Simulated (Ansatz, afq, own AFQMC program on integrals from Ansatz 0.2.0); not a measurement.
## CH, doublet → CH⁺, triplet

```xyz
2

C     0.0000    0.0000    0.0000
H     0.0000    0.0000    1.1225
```

E(triplet, charge +1) − E(doublet, charge +0) at this geometry, on ROHF and UHF determinants.

Basis cc-pVQZ. Noble-gas cores (and the filled d shells of Ga–Kr and In–Xe) are frozen. Ansatz 0.2.0 and our own AFQMC program on the same integrals; the CISD trial comes from CCSD amplitudes, and released means the phaseless constraint is let go. Error bars are statistical, one sigma. The errors of all members are added in quadrature.

No full CI on the walks' own integrals is used here; CCSDT(Q) serves as the reference and is uncertain by about the last step of the cluster series. Each member takes its own surest rung, up to full CI.

Errors are counted within cc-pVQZ, not against nature.

Cautions: CH (doublet): higher spins were not checked, a spin-contaminated unrestricted determinant lies lower (UHF 217 meV lower, ⟨S²⟩ 1.10); CH⁺ (triplet): lower spins were not checked, full CI with its own frozen core; this needn't be the first ionization.

```csv
level,vertical ionization energy (eV)
CCSD,11.717
HF,10.174
```

**Question.** From these cheaper values, estimate the vertical ionization energy at the reference level in cc-pVQZ.

**Answer.** 11.786 eV (CCSDT(Q) in cc-pVQZ).

| level | vertical ionization energy (eV) | error against CCSDT(Q) (eV) |
| --- | --- | --- |
| MP2 | 11.533 | -0.252 |
| CCSD(T) | 11.775 | -0.010 |
| CCSDT | 11.782 | -0.004 |
| ph-AFQMC/CISD | 11.778 ± 0.003 | -0.007 ± 0.003 |
| released AFQMC | 11.787 ± 0.004 | 0.001 ± 0.004 |

Correlation beyond CCSD(T) adds 0.010 eV. The perturbative (T) step is worth +0.058 eV.

A walk keeps the symmetry of its determinant, which the program's search chose and which needn't be the lowest solution, so a lower state of the same spin and another symmetry isn't excluded. Released energies are given only where the last usable release times agree within the noise; a slower fall can still hide under it.
